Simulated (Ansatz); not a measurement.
Relaxation of ClH3Si (5 atoms, charge 0, multiplicity 1), to a largest force component of 0.03 eV/Å in at most 50 steps.

Computed with RKS PBE0/cc-pVDZ (Ansatz).

```xyz
5
Properties=species:S:1:pos:R:3:forces:R:3
Si 0.155 0.007 0.110 0.25 0.07 0.18
H 0.491 -0.042 1.525 -1.12 0.02 1.29
H 1.601 -0.042 -0.046 0.84 0.02 -1.49
H -0.547 1.225 -0.387 0.06 -0.07 0.04
Cl -0.809 -1.694 -0.572 -0.02 -0.04 -0.02
```

Where does it end, and by what steps?

It converged. After 3 steps the energy has fallen by 0.501 eV; H2 moved furthest, 0.30 Å.

| step | energy less start (eV) | largest force component (eV/Å) | accepted |
| --- | --- | --- | --- |
| 0 | 0.0000 | 1.487 | yes |
| 1 | -0.4368 | 0.454 | yes |
| 2 | -0.4997 | 0.156 | yes |
| 3 | -0.5008 | 0.005 | yes |

```xyz
5
Properties=species:S:1:pos:R:3
Si 0.244 0.002 0.172
H 0.227 -0.036 1.665
H 1.645 -0.036 -0.341
H -0.470 1.212 -0.332
Cl -0.754 -1.688 -0.533
```

Whether the end is a true minimum wasn't checked by a vibrational analysis.

The run took 4.9 s on 1 thread of Arm Neoverse V2 (shared host), peak memory 0.1 GiB.
